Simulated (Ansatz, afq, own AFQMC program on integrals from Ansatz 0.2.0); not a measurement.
**CH₄, singlet → CH$_{4}$⁺, doublet**

```yaml
atoms:
  - { symbol: C, position_ang: [0.0000, 0.0000, 0.0000] }
  - { symbol: H, position_ang: [0.6280, 0.6300, 0.6292] }
  - { symbol: H, position_ang: [-0.6316, -0.6267, 0.6289] }
  - { symbol: H, position_ang: [-0.6266, 0.6282, -0.6325] }
  - { symbol: H, position_ang: [0.6301, -0.6314, -0.6257] }
```

E(doublet, charge +1) − E(singlet, charge +0) at this geometry, on RHF and UHF determinants.

Basis 6-31G. Noble-gas cores (and the filled d shells of Ga–Kr and In–Xe) are frozen. Integrals, coupled cluster, full CI and functionals: Ansatz 0.2.0; the random walks run on the same integrals in our own AFQMC program. The CISD trial takes its coefficients from CCSD amplitudes. Released means that phaseless walkers are propagated on without the constraint, phases kept. Error bars are statistical, one sigma. The errors of all members are added in quadrature.

Full CI on the same integrals is exact in this basis and with this determinant's frozen core.

Errors are counted within 6-31G, not against nature.

```tsv
level	vertical ionization energy (eV)
CCSD	14.004
MP2	13.999
```

Problem. From these cheaper values, estimate the vertical ionization energy at the reference level in 6-31G.

Solution. 14.014 eV (full CI in 6-31G).

```
         level  vertical ionization energy (eV)  error against FCI (eV)
            HF                           13.403                  -0.611
       CCSD(T)                           14.016                   0.003
         CCSDT                           14.014                   0.000
      CCSDT(Q)                           14.014                   0.000
        CCSDTQ                           14.014                   0.000
   ph-AFQMC/HF                   14.075 ± 0.030           0.062 ± 0.030
 ph-AFQMC/CISD                   14.028 ± 0.005           0.014 ± 0.005
released AFQMC                   14.018 ± 0.004           0.004 ± 0.004
```

Correlation beyond CCSD(T) takes off 0.003 eV. The perturbative (T) step is worth +0.012 eV.

CCSDT and higher add their correlation energy to the determinant of the CCSD(T) run, since their own runs factorise the integrals more tightly (a shift of under 2 meV). A walk keeps the symmetry of its determinant, which the program's search chose and which needn't be the lowest solution, so a lower state of the same spin and another symmetry isn't excluded. Released energies are given only where the last usable release times agree within the noise; a slower fall can still hide under it.
